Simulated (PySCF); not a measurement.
Cartesian coordinates (Å):
```xyz
1

Cl     0.0000     0.0000     0.0000
```
Charge 0, spin multiplicity 2.

Predict the dipole moment, highest occupied spin orbital and total energy from PBE0-D3(BJ)/def2-TZVP run with PySCF.


| Item | Result |
|---|---|
| dipole moment | 0.000 e·Å |
| highest occupied spin orbital | -9.54 eV |
| total energy | -459.9974 Ha |
